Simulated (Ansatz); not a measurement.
Basis-set extrapolation for `OC1=CCO1` (PBE0-D4/def2-TZVP geometry, frozen core, the Gaussian-basis code of Ansatz). Multiplicity 1, RHF reference.

```tsv
	def2-TZVPP	def2-QZVPP
HF	-265.693281	-265.705269
MP2 correlation	-0.948220	-1.017131
CCSD(T) correlation	-1.007277	not run
```

Energies in hartree. Use E(X) = E(∞) + A·exp(−7.88·√X) for Hartree–Fock and E(X) = E(∞) + B·X^(−2.97) for correlation, with X = 3 and 4, and add CCSD(T) minus MP2 of the smaller set to the MP2 limit.

**Question.** What is the CCSD(T) energy at the basis-set limit?

**Answer.** HF limit: -265.705269 + (-0.011988) × 0.13774 = -265.70692. MP2 limit: -1.017131 + (-0.068911) × 0.74074 = -1.06818. Higher-order term: -1.007277 − (-0.948220) = -0.05906. Total: -266.83416 hartree, 83.8 kcal/mol below CCSD(T)/def2-TZVPP.
